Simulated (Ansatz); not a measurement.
System: CH4S, charge 0, singlet. CH4S (SMILES CS).
B3LYP-D3(BJ)/def2-TZVP minimum from Ansatz (a quantum-chemistry and plane-wave program):
```
C
H 1 1.0879
H 1 1.0879 2 110.33
H 1 1.0886 2 108.79 3 -119.26
S 1 1.8231 2 111.32 4 -116.63
H 5 1.3429 1 97.06 2 -61.78
```

Wanted: atomisation energy (electronic, to ground-state atoms), in kcal/mol. Open shells are spin-unrestricted; no spin-orbit coupling. CBS(X,Y): correlation extrapolated as X^-3, Hartree-Fock from the larger set (Q,5: extrapolated as (X+1)exp(-9√X)). A bracket is a step between two methods taken in the basis named. Functionals run without relativity, which enters their misses. 'core' is core correlation in cc-pwCVTZ (1s frozen past Ne), 'X2C' scalar relativity in cc-pVTZ-DK, both at CCSD(T). For partners of very few electrons the exact lower level stands in for a higher one.

CCSD(T)/CBS(cc-pV(Q+d)Z,cc-pV(5+d)Z) + [CCSDT(Q) - CCSD(T)]/cc-pV(D+d)Z + core + X2C (Ansatz) gives 475.3 kcal/mol.

Q: What does PBE/def2-TZVPD (Ansatz) give here, and how do the other levels compare?

A: PBE gives 477.9 kcal/mol, 2.6 kcal/mol above it. Differences of the others: r2SCAN/def2-TZVPD (Ansatz) -1.6; B3LYP/def2-TZVPD (Ansatz) -4.2; PBE0/def2-TZVPD (Ansatz) -2.7; wB97M-V/def2-TZVPD (Ansatz) 0.6; CCSD(T)/CBS(cc-pV(Q+d)Z,cc-pV(5+d)Z) + core + X2C (Ansatz) -0.3 kcal/mol. Nearer than PBE: r2SCAN/def2-TZVPD, wB97M-V/def2-TZVPD, CCSD(T)/CBS(cc-pV(Q+d)Z,cc-pV(5+d)Z) + core + X2C.
